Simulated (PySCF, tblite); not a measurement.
Isomers of C5H10N (doublet state). Computed values, GFN2-xTB/tblite, gas phase, harmonic and unscaled. The method is semi-empirical: single wavenumbers can be off by several per cent or more. One conformer each. Open shells enter through the occupations alone, without spin polarisation, and single modes of such species can be off by tens of per cent.

Electronic energies: B3LYP/pcH-1 single points on the GFN2-xTB geometries (PySCF, gas phase).

```tsv
SMILES	electronic energy, lowest = 0 (kcal/mol)
[H]/[C]=C\N(C)CC	22.9
CCN1[CH]CC1	9.9
[CH2]C(=C)N(C)C	0.0
```

Q: How do GFN2-xTB zero-point energies change the relative energies?

A: 
```tsv
SMILES	ZPE (kcal/mol)	of it from modes above 1550 cm⁻¹	electronic (kcal/mol)	with ZPE, lowest = 0 (kcal/mol)	lowest mode (cm⁻¹)	rings
[CH2]C(=C)N(C)C	85.4	43.5	0.0	0.0	78	0
CCN1[CH]CC1	87.3	42.5	9.9	11.8	76	1
[H]/[C]=C\N(C)CC	85.8	45.4	22.9	23.3	85	0
```

The zero-point energies span 1.9 kcal/mol, from `[CH2]C(=C)N(C)C` to `CCN1[CH]CC1`. The order is unchanged.

Q: And how do the electronic energies of GFN2-xTB itself compare?

A: `[CH2]C(=C)N(C)C` 3.1; `CCN1[CH]CC1` 0.0; `[H]/[C]=C\N(C)CC` 25.3 kcal/mol, lowest = 0. Against the energies above, taken from the same isomer `[CH2]C(=C)N(C)C`, the largest difference is 13.0 kcal/mol.

Q: What do entropy and thermal enthalpy add at 298.15 K and 1 bar (rigid rotor, harmonic oscillator, one conformer each)?

A: 
```
          SMILES  point group  symmetry number  S (cal/(mol K))  H − H(0) (kcal/mol)  ZPE + H − H(0) − TS (kcal/mol)
 [CH2]C(=C)N(C)C           C1                1             85.1                 5.45                            65.5
     CCN1[CH]CC1           C1                1             82.2                 4.91                            67.7
[H]/[C]=C\N(C)CC           C1                1             86.0                 5.54                            65.7
```

S holds R ln(2S + 1) for the spin.
